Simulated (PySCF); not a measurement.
Species: isopentylamine, C₅H₁₃N.
Structure used (PBE0-D3(BJ)/def2-SVP), in Å, numbered top down from 1:
```xyz
19
C5H13N angstrom
C     -1.4562   -1.2966   -1.3256
C     -0.8231   -0.1296   -0.5758
C     -1.7639    0.3875    0.5086
C      0.5472   -0.5282   -0.0266
C      1.3583    0.5975    0.5949
N      2.6985    0.1411    0.9146
H     -1.6396   -2.1456   -0.6458
H     -2.4230   -1.0130   -1.7700
H     -0.8035   -1.6558   -2.1363
H     -0.6616    0.6893   -1.3025
H     -2.7498    0.6424    0.0894
H     -1.9226   -0.3798    1.2853
H     -1.3739    1.2884    1.0051
H      0.4113   -1.3344    0.7206
H      1.1567   -0.9657   -0.8349
H      1.4398    1.4197   -0.1383
H      0.8065    1.0178    1.4624
H      3.2427    0.8935    1.3307
H      2.6552   -0.5959    1.6170
```

Computed, not measured: PBE0-D3(BJ)/def2-SVP geometry optimisation, gas phase in PySCF.

Take the most abundant isotopes and a rigid rotor. The values belong to one conformer with, in the numbering `[CH3:1][CH:2]([CH3:3])[CH2:4][CH2:5][NH2:6]`, C1–C2–C4–C5 173°, C2–C4–C5–N6 -172°, C4–C5–N6–H 180° and -63°.

Task: Give the principal moments of inertia and the rotational constants in GHz.

Result: Ia = 74.48, Ib = 292.25, Ic = 339.93 u·Å²; 505379 MHz·u·Å²/I gives 6785, 1729 and 1487 MHz, that is A = 6.7853, B = 1.7292, C = 1.4867 GHz.

Task: What kind of rotor is it?

Result: A near-prolate asymmetric top; Ray's κ = -0.908.

Task: Is it planar, by Δ = Ic − Ia − Ib?

Result: Not planar: Δ = Ic − Ia − Ib = -26.81 u·Å². For a rigid frame Δ = −2 Σ m c², so Σ m c² = 13.40 u·Å² lies off the ab plane: 10.25 from hydrogen and 3.15 from heavier atoms. The atom farthest from that plane is 1.43 Å away.

Task: Give the other two planar moments, Paa and Pbb, and the rms extents of the mass along the axes.

Result: Paa = Σ m a² = (Ib + Ic − Ia)/2 = 278.85 and Pbb = Σ m b² = (Ia + Ic − Ib)/2 = 61.08 u·Å². With the mass M = 87.10 u, the rms extents √(P/M) along a, b and c are 1.79, 0.84, 0.39 Å.

Task: Where do the levels up to J = 2 lie, in K?

Result: Above 0(0,0), as E/k:
J = 1: 1(0,1) 0.154, 1(1,1) 0.397, 1(1,0) 0.409
J = 2: 2(0,2) 0.463, 2(1,2) 0.694, 2(1,1) 0.729, 2(2,1) 1.457, 2(2,0) 1.457
The levels of one J sum to (2J + 1)J(J + 1)(A + B + C)/3.

Task: Which types of transition are allowed, and where do some lines up to J = 4 fall?

Result: The dipole components are |μa| = 0.19 D, |μb| = 1.11 D, |μc| = 0.51 D. The squared components, which scale the intensities, stand as 0.03 : 1.00 : 0.21 (a : b : c). Some lines, for components of 0.1 D or more:

```json
{"type": "a", "branch": "Q", "J(Ka,Kc)": "2(1,1) ← 2(1,2)", "MHz": "728", "lower level (cm⁻¹)": "0.482"}
{"type": "c", "branch": "Q", "J(Ka,Kc)": "3(1,3) ← 3(0,3)", "MHz": "4487", "lower level (cm⁻¹)": "0.642"}
{"type": "b", "branch": "R", "J(Ka,Kc)": "3(0,3) ← 2(1,2)", "MHz": "4792", "lower level (cm⁻¹)": "0.482"}
{"type": "b", "branch": "Q", "J(Ka,Kc)": "1(1,0) ← 1(0,1)", "MHz": "5299", "lower level (cm⁻¹)": "0.107"}
{"type": "a", "branch": "R", "J(Ka,Kc)": "3(1,3) ← 2(1,2)", "MHz": "9279", "lower level (cm⁻¹)": "0.482"}
{"type": "a", "branch": "R", "J(Ka,Kc)": "3(1,2) ← 2(1,1)", "MHz": "10006", "lower level (cm⁻¹)": "0.507"}
{"type": "c", "branch": "Q", "J(Ka,Kc)": "3(2,2) ← 3(1,2)", "MHz": "14810", "lower level (cm⁻¹)": "0.840"}
{"type": "c", "branch": "Q", "J(Ka,Kc)": "2(2,1) ← 2(1,1)", "MHz": "15168", "lower level (cm⁻¹)": "0.507"}
{"type": "c", "branch": "R", "J(Ka,Kc)": "2(2,0) ← 1(1,0)", "MHz": "21851", "lower level (cm⁻¹)": "0.284"}
{"type": "c", "branch": "R", "J(Ka,Kc)": "2(2,1) ← 1(1,1)", "MHz": "22085", "lower level (cm⁻¹)": "0.276"}
{"type": "c", "branch": "R", "J(Ka,Kc)": "3(2,1) ← 2(1,1)", "MHz": "24859", "lower level (cm⁻¹)": "0.507"}
{"type": "c", "branch": "Q", "J(Ka,Kc)": "4(3,2) ← 4(2,2)", "MHz": "25788", "lower level (cm⁻¹)": "1.768"}
{"type": "c", "branch": "R", "J(Ka,Kc)": "4(2,3) ← 3(1,3)", "MHz": "29122", "lower level (cm⁻¹)": "0.792"}
{"type": "b", "branch": "R", "J(Ka,Kc)": "4(4,0) ← 3(3,1)", "MHz": "49107", "lower level (cm⁻¹)": "2.198"}
```

Task: Estimate the classical rotational partition function at 10 K, 100 K and 500 K.

Result: Point group C1, symmetry number σ = 1; q = (√π/σ)·√((kT/h)³/(ABC)), k/h = 20836.6 MHz/K: 1280 at 10 K, 40400 at 100 K, 451000 at 500 K.

Stationary, but not proved a minimum. Zero-point vibration and centrifugal distortion are left out. A rigid rotor knows nothing of inversion at nitrogen or internal rotation, which can split or shift real lines. Quadrupole hyperfine structure (14N) is left out.
